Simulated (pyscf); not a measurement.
`[BH2][OH]` + `[NH3]` → `[BH2][NH2]` + `[OH2]` (four-centre exchange; singlet surface; B–O, H–N broken, B–N, H–O formed). Optimised with ωB97X-D3(BJ)/def2-SVP in PySCF. MP2 and CC: frozen core, UHF for open shells. ΔMP2 is the change of the MP2 total energy from the triple- to the quadruple-zeta basis. Energies in kcal/mol from the separated reactants.

| level | barrier | reaction energy |
|---|---|---|
| ωB97X-D3(BJ)/def2-TZVP | 11.6 | +0.1 |
| PBE/def2-TZVP | … | -0.5 |
| r²SCAN/def2-TZVP | 8.6 | +0.1 |
| PBE0-D3(BJ)/def2-TZVP | 7.6 | -0.7 |
| M06-2X/def2-TZVP | 10.2 | +0.1 |
| CCSD(T)/def2-TZVPP | 12.6 | -0.3 |
| CCSD(T)/def2-TZVPP + ΔMP2(QZVPP) | … | … |

Problem. What belongs in the gaps?

Solution. 
- PBE/def2-TZVP, barrier: 6.8
- CCSD(T)/def2-TZVPP + ΔMP2(QZVPP), barrier: 13.1
- CCSD(T)/def2-TZVPP + ΔMP2(QZVPP), reaction energy: -0.7

Of the functionals in the table, ωB97X-D3(BJ) is closest to CCSD(T)/def2-TZVPP + ΔMP2(QZVPP) in the barrier (1.6 kcal/mol apart) and PBE least close (6.4 kcal/mol); that level has limits of its own. On the reactant side the descent ends in an adduct with a B–N contact, 13.1 kcal/mol under the separated species and 24.7 kcal/mol under the saddle at ωB97X-D3(BJ)/def2-TZVP. What is counted as formed (B–N) is already present as a longer contact in the reactant adduct; forming that adduct is a step of its own. The products may also form a dative adduct at H₂B–NH₂; it and routes through it were not searched. One saddle was located; it need not be the lowest between these sides. The CCSD(T) − MP2 part came from Ansatz, without density fitting, on the same reference.
